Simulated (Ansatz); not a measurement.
H4NOSi, SMILES N[SiH]O, a relaxed scan of one distance

With Ansatz 0.2.0, Python API.

Notebook, run cell by cell (the value of a cell's last expression is shown):

```python
import ansatz as az
from ase import Atoms
import numpy as np

config = {
    'basis': 'def2-SVP',
    'xc': 'pbe0',
    'vdw': 'd3bj',
}
```

```python
atoms = Atoms(['N', 'Si', 'O', 'H', 'H', 'H', 'H'], positions=[
    [-0.6388, 0.3456, -0.6055],
    [0.2197, 0.2214, 0.7987],
    [1.5074, -0.5866, 0.2115],
    [-0.2082, 1.1253, -1.2091],
    [-1.6267, 0.6945, -0.4085],
    [-0.5499, -0.6694, 1.6608],
    [1.3578, -1.1988, -0.4936],
])
molecule = az.Crystal.molecule_from_ase(atoms)
```

```python
job = molecule.calculation()
job = job.basis(gaussian=config['basis'])
job = job.functional(config['xc'], dispersion=config['vdw'])
job = job.spin('collinear', total=1)
symbols = [site.symbol for site in molecule.cartesian_sites]
pairs = [(0, 1), (0, 3), (0, 4), (1, 2), (1, 5), (2, 6)]
print('held (A)   E (eV)        ', '  '.join(f'{symbols[i]}{i}-{symbols[j]}{j}' for i, j in pairs))
for length in [1.5, 1.63, 1.76, 1.96, 2.2]:
    report = job.relax(constraints=[az.DistanceConstraint((1, 2), at=length)], force_tolerance=0.02, max_steps=60).run(threads=1, pin='off').report
    xyz = np.array(report['positions_ang'])
    print(f'{length:6.2f} {report["free_energy_ev"]:14.5f}  ', '  '.join(f'{np.linalg.norm(xyz[i] - xyz[j]):.3f}' for i, j in pairs))
```

    held (A)   E (eV)         N0-Si1  N0-H3  N0-H4  Si1-O2  Si1-H5  O2-H6
    DeckWarning: relax.constraints: the input's atoms, or those drawn, lie off the distances that are held; a relaxation that starts there is brought onto them ahead of its first SCF, by positions alone, an atom by 6.48e-2 Å at the most. With the symmetry detection on, the symmetry is detected on the input's atoms as so [...]
      1.50   -11467.08496   1.745  1.016  1.016  1.500  1.514  0.961
      1.63   -11467.61251   1.739  1.015  1.015  1.630  1.509  0.964
      1.76   -11467.54330   1.732  1.015  1.015  1.760  1.506  0.966
      1.96   -11466.96930   1.712  1.012  1.015  1.960  1.492  0.966
      2.20   -11466.05368   1.702  1.013  1.014  2.200  1.503  0.969

What to keep in mind:
- Total energies depend on the basis set; only differences at equal settings carry meaning.
- Warnings are shown shortened and without file and line.
- The energies are electronic: no zero-point or thermal terms, and the basis set is short of its limit.
- The run takes the species as open-shell (spin multiplicity 2), which needn't be its ground state.
- The whole script took 5 min on 1 thread of Arm Neoverse V1, with other jobs on the host, peak memory 0.23 GiB.
